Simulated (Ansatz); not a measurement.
Gas-phase enthalpy of formation at 298 K, by the atomisation route, of C=C(C)C (SMILES; C4H8, 2-methylprop-1-ene). Each molecule is optimised on its own at B3LYP-D3(BJ)/def2-TZVP (Ansatz, a first-principles code). Cores are frozen in the correlated levels unless marked. UHF or UKS for open shells. Spin-orbit coupling is left out. Non-relativistic. CBS marks a two-point X^-3 extrapolation of the correlation energy; Hartree-Fock from the larger set. The bracket is a focal-point correction in the basis named. Thermal terms are rigid-rotor harmonic-oscillator values from B3LYP-D3(BJ) frequencies (Ansatz) at 298.15 K and 1 atm. 1 Eh = 627.5095 kcal/mol.

| species | count | E, RI-MP2/CBS(cc-pVTZ,cc-pVQZ)+[CCSD(T)-MP2]/cc-pVTZ (Ansatz) (Eh) | E, PBE/def2-TZVPD (Ansatz) (Eh) | measured ΔHf at 0 K (kcal/mol) | H(298) - H(0) of the element (kcal/mol) |
|---|---|---|---|---|---|
| C=C(C)C | 1 | -157.00975 | -157.05286 | - | - |
| C atom | 4 | -37.79136 | -37.79605 | 169.98 | 0.25 |
| H atom | 8 | -0.49995 | -0.49962 | 51.63 | 1.01 |

Molecule: zero-point energy 67.51, H(298) - H(0) 3.92 kcal/mol. The route leaves out scalar relativity and anharmonic zero-point terms, the atoms' spin-orbit terms, and in the frozen-core level the core correlation. Atomic data: G2/97 table in ASE.

Measured: -4.2 kcal/mol (Active Thermochemical Tables 1.112 (ions: stationary electron), as tabulated in the package chemicals).

Problem. Work out De, D0 and ΔHf at 0 and 298 K at both levels, and their errors against the measured value.

Solution. 
The atoms' values sum to 1092.96 (0 K) and 9.08 (thermal), in kcal/mol.
- RI-MP2/CBS(cc-pVTZ,cc-pVQZ)+[CCSD(T)-MP2]/cc-pVTZ: De = 1157.57; D0 = 1157.57 - 67.51 = 1090.06; ΔHf(0 K) = 1092.96 - 1090.06 = 2.90; ΔHf(298 K) = 2.90 + 3.92 - 9.08 = -2.26; error +1.9.
- PBE/def2-TZVPD: De = 1174.51; D0 = 1174.51 - 67.51 = 1107.00; ΔHf(0 K) = 1092.96 - 1107.00 = -14.04; ΔHf(298 K) = -14.04 + 3.92 - 9.08 = -19.20; error -15.0.
